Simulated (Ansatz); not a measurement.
Results of r²SCAN+rVV10 in Ansatz (plane waves, PAW) for rhombohedral A7 As.

Settings: plane-wave cutoff 600 eV, 16×16×16 k mesh, Fermi–Dirac smearing 0.1 eV, finite displacements, scalar-relativistic PAW data made under PBE.

Computed at the level's own relaxed cell.

As has the trigonal space group R-3m, hexagonal axes (No. 166), Pearson symbol hR2. Cell: a = b = 3.759 Å, c = 10.771 Å, α = β = 90.00°, γ = 120.00°. As on 6c is surrounded by 3 As at 2.517 Å (trigonal pyramidal). (Neighbours: up to the widest gap in distance over summed covalent radii, below 1.35, at either atom.)
(The calculation used a cell of 2 atoms; values per cell refer to that cell.)

Harmonic phonon frequencies (cm⁻¹; i marks an imaginary mode):

```tsv
q point	frequencies
Γ	0 0 0 191 191 259
T	62 62 65 228 228 269
L	102 106 130 206 211 245
```

No imaginary mode appears at these points.

Ansatz is a first-principles code.
